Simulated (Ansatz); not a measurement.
The cluster Li2N⁺. The state is a triplet with charge 1. Geometry PBE0-D4/def2-TZVP, that of the neutral doublet; atoms count from 1.

```xyz
3

Li   -0.850    1.315   -0.780
Li    0.853   -1.314    0.778
N    -0.003   -0.001    0.002
```

The structure comes from a short search, and lower isomers may exist.

Estimate the Mulliken populations from the PBE0/def2-TZVP orbitals of Ansatz.


```json
{"atom": "Li1", "charge (e)": "0.88", "spin (α − β)": "0.01"}
{"atom": "Li2", "charge (e)": "0.88", "spin (α − β)": "0.01"}
{"atom": "N3", "charge (e)": "-0.76", "spin (α − β)": "1.98"}
```
Mulliken values and Mayer orders depend strongly on the basis.

Where does the spin sit?

Summed by element: Li 0.02, N 1.98, of 2 unpaired in all. Largest on single atoms: N3 1.98, Li2 0.01, Li1 0.01.
